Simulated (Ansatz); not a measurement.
# Tetradymite Bi₂Te₃

The numbers are results of PBEsol in Ansatz (PAW), not measurements.

Cell: relaxed at this level.

```
Property                         Value
-------------------------  -----------
interlayer binding energy  10.7 meV/Å²
layer repeat distance         10.105 Å
gap between the layers         2.627 Å
```

Note: the cell comes from a level without a dispersion term, which matters for the spacing of layers, chains or molecules.

Spin–orbit coupling is not included; it can shift volumes and moduli of such heavy elements.

Cost on a shared machine: roughly 5 core-minutes.

Ansatz is a quantum-chemistry and plane-wave program.
